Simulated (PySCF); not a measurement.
Compound: H6N2Si.
Atom-mapped SMILES: `[NH2:1][SiH2:2][NH2:3]` (hydrogens: H4, H5 on N1; H6, H7 on Si2; H8, H9 on N3)

Structure used (PBE0-D3(BJ)/def2-SVP), in Å, numbered top down from 1:
```xyz
9
H6N2Si angstrom
N      1.2405   -0.3630    0.0123
Si    -0.3093    0.3890    0.0934
N     -1.5081   -0.8221   -0.1642
H      1.4837   -1.1221    0.6380
H      2.0549    0.1705   -0.2661
H     -0.7189    1.0107    1.3975
H     -0.2096    1.4989   -0.9130
H     -2.4324   -0.7290    0.2377
H     -1.5127   -1.3899   -1.0032
```

Jobs on this species (9 atoms, 34 electrons) with PySCF (density fitting). Hardware of each: one thread, Arm Neoverse V1 (aarch64), no GPU, on a shared host. Times come from a shared host and carry two figures at best. Peak memory is the resident size of the whole Python process, interpreter and libraries included.

Question: Rank these jobs by wall time, shortest first.
A. PBE0-D3(BJ)/def2-SVP, grid level 1; geometry optimisation from a GFN2-xTB start shaken at random; 76 basis functions
B. delta-SCF UKS B3LYP, pcX-2 on the ionised atom, pcseg-1 elsewhere, spin-free X2C; ΔSCF core ionisation, 3 holes; 118 basis functions
C. delta-SCF UKS HF, pcX-2 on the ionised atom, pcseg-1 elsewhere, spin-free X2C; ΔSCF core ionisation, 3 holes; 118 basis functions

Answer: C (3.9 s), B (8.2 s), A (30 s).

All jobs:

```json
{"level and settings": "delta-SCF UKS HF, pcX-2 on the ionised atom, pcseg-1 elsewhere, spin-free X2C", "work": "ΔSCF core ionisation, 3 holes", "basis functions": "118", "SCF cycles": "35", "wall time": "3.9 s", "peak memory": "0.42 GiB"}
{"level and settings": "delta-SCF UKS PBE, pcX-2 on the ionised atom, pcseg-1 elsewhere, spin-free X2C", "work": "ΔSCF core ionisation, 3 holes", "basis functions": "118", "SCF cycles": "41", "wall time": "5.6 s", "peak memory": "0.42 GiB"}
{"level and settings": "delta-SCF UKS SCAN, pcX-1 on the ionised atom, pcseg-1 elsewhere, spin-free X2C", "work": "ΔSCF core ionisation, 3 holes", "basis functions": "98", "SCF cycles": "42", "wall time": "7.1 s", "peak memory": "0.42 GiB"}
{"level and settings": "delta-SCF UKS PBE0, pcX-2 on the ionised atom, pcseg-1 elsewhere, spin-free X2C", "work": "ΔSCF core ionisation, 3 holes", "basis functions": "118", "SCF cycles": "36", "wall time": "7.9 s", "peak memory": "0.42 GiB"}
{"level and settings": "delta-SCF UKS SCAN, def2-TZVP on the ionised atom, pcseg-1 elsewhere, spin-free X2C", "work": "ΔSCF core ionisation, 3 holes", "basis functions": "95", "SCF cycles": "41", "wall time": "8.0 s", "peak memory": "0.42 GiB"}
{"level and settings": "delta-SCF UKS B3LYP, pcX-2 on the ionised atom, pcseg-1 elsewhere, spin-free X2C", "work": "ΔSCF core ionisation, 3 holes", "basis functions": "118", "SCF cycles": "36", "wall time": "8.2 s", "peak memory": "0.42 GiB"}
{"level and settings": "delta-SCF UKS SCAN, pcX-2 on the ionised atom, pcseg-1 elsewhere, non-relativistic", "work": "ΔSCF core ionisation, 3 holes", "basis functions": "118", "SCF cycles": "41", "wall time": "8.8 s", "peak memory": "0.42 GiB"}
{"level and settings": "delta-SCF UKS SCAN, pcX-2 on the ionised atom, pcseg-1 elsewhere, spin-free X2C", "work": "ΔSCF core ionisation, 3 holes", "basis functions": "118", "SCF cycles": "42", "wall time": "9.6 s", "peak memory": "0.36 GiB"}
{"level and settings": "PBE0-D3(BJ)/def2-SVP, grid level 1", "work": "geometry optimisation from a GFN2-xTB start shaken at random", "basis functions": "76", "SCF cycles": "118", "wall time": "30 s", "peak memory": "0.33 GiB"}
```

What do all jobs in the table cost together?

About 89 s; the longest takes about 34 % of that, and about 7.7 times as long as the shortest.
